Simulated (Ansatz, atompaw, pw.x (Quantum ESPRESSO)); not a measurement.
**Equation-of-state test of one PAW (atompaw) potential (platinum)**

| Quantity | Value |
| --- | --- |
| Element | Pt |
| Generator | atompaw 4.2.0.5 |
| Type | PAW |
| Functional | PBE |
| Relativity | scalar-relativistic |
| Frozen core | [Kr] 4d10 4f14 |
| Valence charge | 18 |
| Reference configuration | 5s2 5p6 5d9 6s1 6p0 |
| Partial waves | 5s (bound): rc 1.50 bohr; 6s (bound): rc 1.75 bohr; 5p (bound): rc 1.65 bohr; 6p (bound, empty): rc 1.90 bohr; 5d (bound): rc 1.90 bohr; 5d channel at 0.55 Ry: rc 1.90 bohr |
| Local potential | bessel scheme, radius 1.75 bohr |
| Core correction | smooth core density matched at 1.65 bohr |
| Augmentation charge | besselshape compensation charge, radius 1.55 bohr; PAW radius 1.90 bohr; waves and projectors: custom rrkj gramschmidtortho |

Atomic tests: cutoffs needed: 40 Ry and 70 Ry (the cutoffs (Ry, on a coarse ladder) from which the occupation-weighted sum of valence levels, in a spherical-Bessel basis at the reference potential, stays within 10 and 1 mRy of its value at 400 Ry); ghost test: no extra level below or beside the all-electron valence levels (s, p, d, f tested) (spherical-Bessel basis up to 400 Ry, 20 bohr box); lowest eigenvalue of the overlap operator: 0.09 (p channel).

Crystal test: fcc Pt in pw.x 7.5, no spin, 14³ k-points, Fermi–Dirac smearing 0.01 Ry, cutoffs 85/850 Ry. The lattice is a test structure that the element need not adopt, and mesh and smearing are coarse.

pw.x input:

```
&control
  calculation='scf', prefix='x', pseudo_dir='./', outdir='./tmp', tstress=.true., disk_io='low'
/
&system
  ibrav=0, nat=1, ntyp=1, ecutwfc=85, ecutrho=850, nbnd=17,
  occupations='smearing', smearing='fd', degauss=0.01
/
&electrons
  conv_thr=1e-09, mixing_beta=0.4, electron_maxstep=70
/
ATOMIC_SPECIES
Pt 1.0 Pt.UPF
CELL_PARAMETERS angstrom
  0.00000000 1.98488607 1.98488607
  1.98488607 0.00000000 1.98488607
  1.98488607 1.98488607 0.00000000
ATOMIC_POSITIONS crystal
Pt 0.0000 0.0000 0.0000
K_POINTS automatic
14 14 14 0 0 0
```

```bash
pw.x < Pt.scf.in > Pt.scf.out
```

Task: How does the run end?

Result: It converges; the pressure is 1.23 GPa against 0.53 GPa from all-electron LAPW.  The log shows:

```
     Exchange-correlation= SLA PW PBX PBC
     number of k points=   104  Fermi-Dirac smearing, width (Ry)=  0.0100
     iteration #  1     ecut=    85.00 Ry     beta= 0.40
     total energy              =    -916.78558688 Ry
     estimated scf accuracy    <       0.14118688 Ry
     iteration #  2     ecut=    85.00 Ry     beta= 0.40
     total energy              =    -916.80856560 Ry
     estimated scf accuracy    <       0.00391068 Ry
     iteration #  3     ecut=    85.00 Ry     beta= 0.40
     total energy              =    -916.81081025 Ry
     estimated scf accuracy    <       0.00087506 Ry
     iteration #  4     ecut=    85.00 Ry     beta= 0.40
     total energy              =    -916.81201432 Ry
     estimated scf accuracy    <       0.00047324 Ry
     iteration #  5     ecut=    85.00 Ry     beta= 0.40
     total energy              =    -916.81221723 Ry
     estimated scf accuracy    <       0.00008058 Ry
     iteration #  6     ecut=    85.00 Ry     beta= 0.40
     total energy              =    -916.81227551 Ry
     estimated scf accuracy    <       0.00000192 Ry
     iteration #  7     ecut=    85.00 Ry     beta= 0.40
     total energy              =    -916.81227627 Ry
     estimated scf accuracy    <       0.00000076 Ry
     iteration #  8     ecut=    85.00 Ry     beta= 0.40
     total energy              =    -916.81227630 Ry
     estimated scf accuracy    <          7.7E-09 Ry
     iteration #  9     ecut=    85.00 Ry     beta= 0.40
     the Fermi energy is    22.0740 ev
!    total energy              =    -916.81227630 Ry
     estimated scf accuracy    <          9.6E-10 Ry
     smearing contrib. (-TS)   =      -0.00682875 Ry
     The total energy is F=E-TS. E is the sum of the following terms:
     one-electron contribution =     -49.32523387 Ry
     hartree contribution      =      42.61652882 Ry
     xc contribution           =     -24.22656550 Ry
     ewald contribution        =    -198.01898907 Ry
     one-center paw contrib.   =    -687.85118793 Ry
     convergence has been achieved in   9 iterations
          total   stress  (Ry/bohr**3)                   (kbar)     P=       12.28
```
